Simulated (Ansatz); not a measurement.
**Relaxing CrN₂**

These are results of Ansatz 0.2.0, DFT PBE, scalar-relativistic, plane waves, PAW, not measurements. Cutoff 420 eV, Γ-centred k mesh, Gaussian smearing, no spin polarisation in the final step.

The start puts CrN₂ on the MoSi2 (C11b) structure type (I4/mmm, No. 139), with Cr in place of Mo, N in place of Si, at a guessed volume.

```
CELL_PARAMETERS angstrom
-1.37810 1.37810 3.38066
1.37810 -1.37810 3.38066
1.37810 1.37810 -3.38066
ATOMIC_POSITIONS crystal
Cr 0.00000 0.00000 0.00000
N 0.66500 0.66500 0.00000
N 0.33500 0.33500 0.00000
```

Cell and atoms relax at zero pressure; the relaxation can't lower the symmetry of the start. After a coarse first stage the cell is made exact in the group found at 0.06 Å.

Formation energies are uncorrected and refer to the elements' standard structures at the same level (N₂ as a molecule).

Q: What does it relax into?

A: It keeps I4/mmm (No. 139), but not the shape of the type it started on. Conventional cell: a = 2.682 Å, c = 10.156 Å. Cr is coordinated by 8 N at 2.04 Å and 4 Cr at 2.68 Å; N has 1 N at 1.49 Å.

```
Cr N
1.0
    -1.34085    1.34085    5.07803
     1.34085   -1.34085    5.07803
     1.34085    1.34085   -5.07803
Cr N
1 2
Direct
  0.00000 0.00000 0.00000
  0.57343 0.57343 0.00000
  0.42657 0.42657 0.00000
```

Q: What are its volume, energy, density and gap?

A: The volume per atom is 12.2 Å³. The density is 3.6 g/cm³, the energy over the elements is 0.66 eV/atom and the gap on the 24×24×24 mesh is 0 eV (a metal).

The final run used a 24×24×24 mesh on its 3-atom cell and 0.10 eV smearing. The k mesh leaves about 4 meV/atom of noise in metals. Weakly bound directions are ill-defined at this level, which has no dispersion term. Symmetry constrained the relaxation, so the result can be a saddle point.